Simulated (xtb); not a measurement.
xtb input:

```bash
xtb mol.xyz --gfn 2 --sp --chrg -1 --uhf 0
```
mol.xyz:
```
5

C      0.04224489    -0.56967492     0.04211330
O     -0.04486502     0.78779394    -0.03501777
H      1.07433732    -0.94369547    -0.01301193
H     -0.49479825    -0.99234206     0.90297455
H     -0.47408828    -0.94826445    -0.86250030
```

### Question
Which total energy does the run end on?

### Answer
-7.86404 Eh (GFN2-xTB).

This state (charge -1, singlet) is run at the relaxed geometry of the species with charge 0 and multiplicity 2.
